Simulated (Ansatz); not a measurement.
# Structure relaxation of SbRu₂

Computed with Ansatz 0.2.0, DFT PBE, scalar-relativistic, plane waves, PAW. Cutoff 420 eV, Γ-centred k mesh, Gaussian smearing, no spin polarisation in the final step.

The start puts SbRu₂ on the MoSi2 (C11b) structure type (I4/mmm, No. 139), with Sb in place of Mo, Ru in place of Si, at a guessed volume.

```yaml
crystal:
  lattice:
    - [-1.74224, 1.74224, 4.27394]
    - [1.74224, -1.74224, 4.27394]
    - [1.74224, 1.74224, -4.27394]
  atoms:
    - { symbol: Sb, position: [0.00000, 0.00000, 0.00000] }
    - { symbol: Ru, position: [0.66500, 0.66500, 0.00000] }
    - { symbol: Ru, position: [0.33500, 0.33500, 0.00000] }
```

Steps on the 8×8×8 mesh (3 atoms). 12 of 12 steps are shown, and the free energy counts from the last. Trial steps that were taken back and renewals of the plane-wave basis can be among the rows.

```
step  ΔF (meV/atom) V (Å³/atom) P (GPa) largest force component (eV/Å)
   1           37.4        17.30    -8.65                           0.011
   2           79.6        15.15    18.64                           0.293
   3           11.7        16.56    -1.51                           0.039
   4           10.3        16.40     0.42                           0.011
   5            9.4        16.39     0.78                           0.064
   6            8.3        16.40     0.87                           0.112
   7            5.9        16.46     0.86                           0.165
   8            8.2        16.43     4.42                           0.390
   9            2.8        16.53     0.94                           0.219
  10            1.7        16.66     1.75                           0.051
  11           -0.4        16.73     0.00                           0.020
  12            0.0        16.73     0.02                           0.021
```

A final relaxation ran on a 18×18×18 mesh. The relaxed crystal, I4/mmm (No. 139):

Space group I4/mmm (No. 139). a = 3.552 Å, b = 3.552 Å, c = 7.941 Å, α = 90.00°, β = 90.00°, γ = 90.00°
```
atom site symmetry x y z
  Sb    2a     4/mmm  0.0000  0.0000  0.0000
  Ru    4e       4mm  0.5000  0.5000  0.1657
```

- Volume per atom: 16.70 Å³
- Density: 10.74 g/cm³
- Energy over the elements: 0.49 eV/atom
- Gap on the 18×18×18 mesh: 0 eV (a metal)

Formation energies are uncorrected and refer to the elements' standard structures at the same level.

The final run used a 18×18×18 mesh on its 3-atom cell and 0.10 eV smearing. The k mesh leaves about 4 meV/atom of noise in metals. Spin–orbit coupling is left out.

Symmetry constrained the relaxation, so the result can be a saddle point.

Cost: 3 runs of about 3.1 core-minutes in all, on AMD EPYC 7R43 (Zen 3) (shared hosts).